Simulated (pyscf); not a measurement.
Optimised with ωB97X-D3(BJ)/def2-SVP in PySCF.

Problem. What is the homolytic dissociation enthalpy (298 K, ωB97M-D3(BJ)/def2-TZVP) of the C–H bond of H₃C–C(Cl)(Cl)–CH(F)–F, to H₃C–C(Cl)(Cl)–C•(F)–F + H•?

Solution. C–H to H₃C–C(Cl)(Cl)–C•(F)–F + H•: 4.40 eV. The 7 functionals that were run give +4.10 (PBE) to +4.40 eV (ωB97M-D3(BJ)). Other isomers of H₃C–C(Cl)(Cl)–C•(F)–F were not searched in full and may lie lower.
